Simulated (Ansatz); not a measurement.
Reaction (SMILES): [CH3] (CH3) → CH3+ (singlet, bonded as [CH3]) + e-
B3LYP-D3(BJ)/def2-TZVP geometries, fixed; electronic energies without zero-point terms.

Basis-set convergence of the adiabatic ionisation energy at wB97M-V with Ansatz (a program for electronic structure). Cartesian d functions, on some or all atoms, in 6-31G*, 6-31+G*; all else is spherical. The program fits the integrals of some runs and decomposes those of others, by size. Open shells are unrestricted. The functional holds VV10 correlation; no added dispersion term, no relativity. Functions are those of the species that has most. Reference: the value in pcseg-4, 9.697 eV. Deviations are taken from unrounded values.

```csv
basis,functions,adiabatic ionisation energy (eV)
6-31G*,21,9.514
6-31+G*,25,9.645
cc-pVDZ,29,9.578
aug-cc-pVDZ,50,9.671
def2-SVP,29,9.655
def2-SVPD,44,9.719
pcseg-1,29,9.651
aug-pcseg-1,50,9.670
6-311G**,36,9.646
6-311+G**,40,9.689
def2-TZVP,49,9.691
def2-TZVPD,64,9.695
cc-pVTZ,72,9.671
aug-cc-pVTZ,115,9.691
pcseg-2,72,9.699
aug-pcseg-2,115,9.702
def2-TZVPP,73,9.692
def2-TZVPPD,88,9.694
cc-pVQZ,145,9.689
aug-cc-pVQZ,218,9.697
def2-QZVPP,147,9.694
def2-QZVPPD,162,9.694
pcseg-3,159,9.698
aug-pcseg-3,232,9.698
```

What the diffuse functions change, pair by pair:
- 6-31G* to 6-31+G*: 4 more functions, deviation -0.183 to -0.052 eV
- cc-pVDZ to aug-cc-pVDZ: 21 more functions, deviation -0.119 to -0.026 eV
- def2-SVP to def2-SVPD: 15 more functions, deviation -0.042 to 0.022 eV
- pcseg-1 to aug-pcseg-1: 21 more functions, deviation -0.046 to -0.027 eV
- 6-311G** to 6-311+G**: 4 more functions, deviation -0.051 to -0.008 eV
- def2-TZVP to def2-TZVPD: 15 more functions, deviation -0.006 to -0.002 eV
- cc-pVTZ to aug-cc-pVTZ: 43 more functions, deviation -0.026 to -0.006 eV
- pcseg-2 to aug-pcseg-2: 43 more functions, deviation 0.001 to 0.005 eV
- def2-TZVPP to def2-TZVPPD: 15 more functions, deviation -0.005 to -0.003 eV
- cc-pVQZ to aug-cc-pVQZ: 73 more functions, deviation -0.008 to 0.000 eV
- def2-QZVPP to def2-QZVPPD: 15 more functions, deviation -0.003 to -0.003 eV
- pcseg-3 to aug-pcseg-3: 73 more functions, deviation 0.001 to 0.001 eV

They bring the value nearer the reference by more than 0.001 eV in 9 of 12 pairs.
